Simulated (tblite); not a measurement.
# BCl3H2S: the cost of one run

Programs: tblite 0.8.0 and PySCF 2.14.0. All values are calculated, for the isolated system unless a continuum is named. Atoms count from 0, parts from 1.

## 1. Starting point

7 atoms, charge 0, multiplicity 1; geometry: rigid parts in contact. Parts: 1 = atoms 0–3, `ClB(Cl)Cl`, charge 0; 2 = atoms 4–6, `S`, charge 0.

## 2. Search for minima with GFN2-xTB

What the job is given:

```
{"job": {"kind": "dock", "xc": "GFN2-xTB", "basis": "xTB"}, "charge": 0, "multiplicity": 1, "parts": [{"atoms": "0-3", "charge": 0, "multiplicity": 1}, {"atoms": "4-6", "charge": 0, "multiplicity": 1}]}
Cl     0.973337    -1.326048     0.513371
B     -0.000023     0.000125    -0.000288
Cl    -1.337247     0.508997     0.960457
Cl     0.363933     0.816925    -1.473540
S      1.161243     2.968044     0.976274
H      0.953459     3.963371     0.123638
H      2.476848     3.035339     0.819411
```

Method: GFN2-xTB search for minima from random contacts, gas phase.

Launch:

```bash
$ OMP_NUM_THREADS=1 python cluster_run.py task.json out
```

This one command runs all jobs of the session in turn.

**Question.** How long does this first job take on 1 thread of Intel Xeon 6975P-C, shared host?

About 6.2 s.
